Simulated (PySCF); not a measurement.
**Working out the ionisation energy of P**

P [Ne] 3s2 3p3 (4S) → P⁺ [Ne] 3s2 3p2 (3P). Computed with PySCF 2.14 in cc-pV(T+d)Z (5s4p3d1f, 39 functions), with the non-relativistic Hamiltonian (point nucleus). Frozen: [Ne]. Energies in hartree (1 hartree = 27.21139 eV):

```
            part    P (lower)   P⁺ (upper)
             UHF  -340.716306  -340.352037
CCSD correlation    -0.101402    -0.082893
             (T)    -0.003865    -0.002337
```

**Question.** What does Hartree-Fock give?

**Answer.** (-340.352037) − (-340.716306) = 0.364269 hartree = 9.912 eV.

**Question.** What do CCSD and CCSD(T) give?

**Answer.** The CCSD correlation energies differ by 0.018509 hartree = 0.504 eV and the triples by 0.001528 hartree = 0.042 eV, so CCSD gives 10.416 eV and CCSD(T) 10.458 eV.

Measured between the centres of the two terms (NIST): 10.526 eV, so CCSD(T) (valence) is off by -0.068 eV.

What remains against the reference includes basis incompleteness, the frozen core and higher excitations.
